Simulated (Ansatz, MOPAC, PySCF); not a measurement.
Bond stretch in Li2, singlet.

Methods: AM1, restricted, heats of formation (MOPAC); RKS-B3LYP/3-21G = restricted B3LYP/3-21G in PySCF; RHF/def2-TZVP (Ansatz, a quantum-chemistry and plane-wave program); RMP2 = MP2 on RHF/def2-TZVP, frozen core (Ansatz); UHF/def2-TZVP (Ansatz).

Energies are in mEh, each relative to the lowest point of its own curve near equilibrium.

```json
[
 {"R / Å": "2.08", "AM1": "6.5", "RKS-B3LYP/3-21G": "19.3", "RHF": "21.7", "RMP2": "20.4", "UHF": "20.7"},
 {"R / Å": "2.17", "AM1": "3.0", "RKS-B3LYP/3-21G": "13.4", "RHF": "15.6", "RMP2": "14.6", "UHF": "15.2"},
 {"R / Å": "2.38", "AM1": "0.0", "RKS-B3LYP/3-21G": "4.4", "RHF": "5.9", "RMP2": "5.5", "UHF": "6.4"},
 {"R / Å": "2.46", "AM1": "0.3", "RKS-B3LYP/3-21G": "2.5", "RHF": "3.7", "RMP2": "3.3", "UHF": "4.4"},
 {"R / Å": "2.59", "AM1": "2.1", "RKS-B3LYP/3-21G": "0.6", "RHF": "1.2", "RMP2": "1.1", "UHF": "2.2"},
 {"R / Å": "2.67", "AM1": "3.8", "RKS-B3LYP/3-21G": "0.1", "RHF": "0.4", "RMP2": "0.3", "UHF": "1.3"},
 {"R / Å": "2.74", "AM1": "5.5", "RKS-B3LYP/3-21G": "0.0", "RHF": "0.0", "RMP2": "0.0", "UHF": "0.7"},
 {"R / Å": "2.84", "AM1": "8.3", "RKS-B3LYP/3-21G": "0.3", "RHF": "0.0", "RMP2": "0.0", "UHF": "0.2"},
 {"R / Å": "2.96", "AM1": "12.0", "RKS-B3LYP/3-21G": "1.3", "RHF": "0.6", "RMP2": "0.6", "UHF": "0.0"},
 {"R / Å": "2.99", "AM1": "13.0", "RKS-B3LYP/3-21G": "1.7", "RHF": "0.8", "RMP2": "0.8", "UHF": "0.0"},
 {"R / Å": "3.14", "AM1": "18.1", "RKS-B3LYP/3-21G": "3.7", "RHF": "2.4", "RMP2": "2.4", "UHF": "0.3"},
 {"R / Å": "3.43", "AM1": "28.1", "RKS-B3LYP/3-21G": "8.8", "RHF": "7.2", "RMP2": "6.8", "UHF": "1.5"},
 {"R / Å": "3.70", "AM1": "36.9", "RKS-B3LYP/3-21G": "14.1", "RHF": "12.6", "RMP2": "11.8", "UHF": "2.8"},
 {"R / Å": "4.11", "AM1": "48.8", "RKS-B3LYP/3-21G": "22.1", "RHF": "21.7", "RMP2": "19.8", "UHF": "4.5"},
 {"R / Å": "4.54", "AM1": "59.0", "RKS-B3LYP/3-21G": "29.6", "RHF": "31.1", "RMP2": "27.6", "UHF": "5.6"},
 {"R / Å": "5.01", "AM1": "67.7", "RKS-B3LYP/3-21G": "36.5", "RHF": "40.7", "RMP2": "35.0", "UHF": "6.3"},
 {"R / Å": "5.45", "AM1": "74.1", "RKS-B3LYP/3-21G": "41.8", "RHF": "48.7", "RMP2": "40.4", "UHF": "6.6"},
 {"R / Å": "6.05", "AM1": "80.6", "RKS-B3LYP/3-21G": "47.3", "RHF": "58.1", "RMP2": "45.5", "UHF": "6.8"},
 {"R / Å": "6.75", "AM1": "86.0", "RKS-B3LYP/3-21G": "51.8", "RHF": "67.0", "RMP2": "48.4", "UHF": "6.9"},
 {"R / Å": "7.38", "AM1": "89.7", "RKS-B3LYP/3-21G": "54.5", "RHF": "73.4", "RMP2": "48.5", "UHF": "6.9"},
 {"R / Å": "8.18", "AM1": "93.2", "RKS-B3LYP/3-21G": "56.8", "RHF": "79.7", "RMP2": "46.1", "UHF": "6.9"}
]
```

At the longest distance, 8.18 Å, AM1 lies highest above its minimum (93.2 mEh) and UHF lowest (6.9 mEh).

The restricted form behind AM1, RKS-B3LYP/3-21G, RHF, RMP2 keeps the bonding electrons paired and can't separate into open-shell fragments. The T1 diagnostic of CCSD on the restricted reference of RMP2 exceeds 0.045 at 3.70 to 8.18 Å. The unrestricted determinant behind UHF is spin-contaminated at 2.08 to 8.18 Å (<S²> up to 1.0, against 0.00 for a pure singlet).
